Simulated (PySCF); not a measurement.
Molecule: SMILES O=C([C@H](C)F)O, C3H5FO2.

Geometry (Å), atoms numbered from 1 in this order:
```xyz
11

C    -1.211   -0.358    0.634
C    -0.374    0.491   -0.317
F    -0.714    0.212   -1.618
C     1.110    0.227   -0.083
O     1.681    0.562    0.919
O     1.687   -0.424   -1.083
H    -1.055   -1.413    0.420
H    -2.265   -0.126    0.505
H    -0.915   -0.147    1.657
H    -0.566    1.561   -0.161
H     2.627   -0.582   -0.900
```

Frames of a GFN2-xTB Langevin trajectory at 400 K; GIAO PBE0/pcSseg-1 shieldings in PySCF, gas phase, non-relativistic; equivalent atoms averaged within each frame.

Scale: $^{13}$C (186.93 ppm) and $^{1}$H (31.72 ppm) against TMS; $^{19}$F (170.95 ppm) vs CFCl3; H2O for $^{17}$O (336.08 ppm) (reference shieldings calculated alike). The references are static minima.

Q: How do the shifts (ppm) fluctuate along the trajectory?

A: 
```tsv
time (fs)	C4	C2	C1	F3	O5	O6	H11	H10	H7/H8/H9
optimised geometry	177.6	90.8	22.3	-216.8	420.5	209.2	6.47	5.24	1.65
250	183.0	86.7	19.6	-223.7	469.9	225.6	8.51	4.57	1.19
425	176.4	95.8	29.4	-202.2	445.1	206.5	6.35	6.41	2.79
625	177.7	99.1	22.2	-200.9	426.1	208.2	6.39	6.83	1.69
800	178.1	93.8	12.3	-199.4	453.1	206.6	7.24	6.39	1.45
1000	181.1	91.9	20.8	-216.7	481.7	207.4	5.31	5.11	2.24
mean of frames	179.3	93.5	20.8	-208.6	455.2	210.9	6.76	5.86	1.87
standard deviation	2.7	4.6	6.1	10.9	21.6	8.3	1.19	0.97	0.64
```

5 frames give an uncertainty of the mean of about the standard deviation over 2.2 at best, since frames this close in time may not be independent; classical motion lacks zero-point vibration, and the reference would need the same averaging.
